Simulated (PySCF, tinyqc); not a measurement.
Worked calculation: RHF in the sto-6g basis, for H2O, spin multiplicity 1. The lowest restricted solution is unstable here: a spin-polarised one lies 0.0299 hartree lower (PySCF). One step of it, computed by the program tinyqc.

Problem. Iteration 2: diagonalisation and new density. Diagonalise F' = X^T F X, C = X C', fill 5 alpha and 5 beta electrons from the bottom; D = 2 C_occ C_occ^T. Each column has its largest component positive (the first on a tie).

Fock matrix F (hartree):
```
             1O 1s      1O 2s    1O 2px     1O 2py     1O 2pz      2H 1s      3H 1s
1O 1s   -19.043236  -4.671987  0.000000   0.000000  -0.007757  -0.420464  -0.420464
1O 2s    -4.671987  -1.558744  0.000000   0.000000  -0.105366  -0.335245  -0.335245
1O 2px    0.000000   0.000000  0.403771   0.000000   0.000000   0.000000   0.000000
1O 2py    0.000000   0.000000  0.000000   0.333526   0.000000  -0.135745   0.135745
1O 2pz   -0.007757  -0.105366  0.000000   0.000000   0.372184  -0.109198  -0.109198
2H 1s    -0.420464  -0.335245  0.000000  -0.135745  -0.109198  -0.067013  -0.065298
3H 1s    -0.420464  -0.335245  0.000000   0.135745  -0.109198  -0.065298  -0.067013
```

X:
```
            1O 1s      1O 2s    1O 2px     1O 2py     1O 2pz      2H 1s      3H 1s
1O 1s    1.021583  -0.125263  0.000000   0.000000  -0.002930   0.012289   0.012289
1O 2s   -0.125263   1.070939  0.000000   0.000000   0.026024  -0.130931  -0.130931
1O 2px   0.000000   0.000000  1.000000   0.000000   0.000000   0.000000   0.000000
1O 2py   0.000000   0.000000  0.000000   1.032040   0.000000  -0.108361   0.108361
1O 2pz  -0.002930   0.026024  0.000000   0.000000   1.013523  -0.068307  -0.068307
2H 1s    0.012289  -0.130931  0.000000  -0.108361  -0.068307   1.048275  -0.024552
3H 1s    0.012289  -0.130931  0.000000   0.108361  -0.068307  -0.024552   1.048275
```

Give: F' = X^T F X; orbital energies; coefficients C; D after iteration 2.

Solution.

F' = X^T F X (hartree):
```
          1        2       3        4        5        6        7
1  -18.7220  -2.4440  0.0000   0.0000  -0.0094  -0.0298  -0.0298
2   -2.4440  -0.6812  0.0000   0.0000  -0.0534  -0.1938  -0.1938
3    0.0000   0.0000  0.4038   0.0000   0.0000   0.0000   0.0000
4    0.0000   0.0000  0.0000   0.4159   0.0000  -0.1906   0.1906
5   -0.0094  -0.0534  0.0000   0.0000   0.4074  -0.1270  -0.1270
6   -0.0298  -0.1938  0.0000  -0.1906  -0.1270   0.0450  -0.0240
7   -0.0298  -0.1938  0.0000   0.1906  -0.1270  -0.0240   0.0450
```

orbital energies (hartree): MO1 -19.0476, MO2 -0.5120, MO3 -0.0781, MO4 0.1033, MO5 0.4038, MO6 0.4814, MO7 0.5630

coefficients C:
```
            MO1      MO2      MO3      MO4     MO5      MO6      MO7
1O 1s    0.9962  -0.2184   0.0000  -0.1373  0.0000  -0.0269   0.0000
1O 2s    0.0164   0.8482   0.0000   0.6694  0.0000   0.1728   0.0000
1O 2px   0.0000   0.0000   0.0000   0.0000  1.0000   0.0000   0.0000
1O 2py   0.0000   0.0000   0.3598   0.0000  0.0000   0.0000   0.9794
1O 2pz   0.0010   0.1206   0.0000  -0.2942  0.0000   0.9675   0.0000
2H 1s   -0.0022   0.2239   0.6140  -0.6055  0.0000  -0.3594  -0.4585
3H 1s   -0.0022   0.2239  -0.6140  -0.6055  0.0000  -0.3594   0.4585
```

D after iteration 2:
```
          1O 1s    1O 2s  1O 2px   1O 2py   1O 2pz    2H 1s    3H 1s
1O 1s    2.1178  -0.5215  0.0000   0.0000   0.0302   0.0642   0.0642
1O 2s   -0.5215   2.3354  0.0000   0.0000  -0.1893  -0.4309  -0.4309
1O 2px   0.0000   0.0000  2.0000   0.0000   0.0000   0.0000   0.0000
1O 2py   0.0000   0.0000  0.0000   0.2589   0.0000   0.4418  -0.4418
1O 2pz   0.0302  -0.1893  0.0000   0.0000   0.2023   0.4103   0.4103
2H 1s    0.0642  -0.4309  0.0000   0.4418   0.4103   1.5876   0.0795
3H 1s    0.0642  -0.4309  0.0000  -0.4418   0.4103   0.0795   1.5876
```
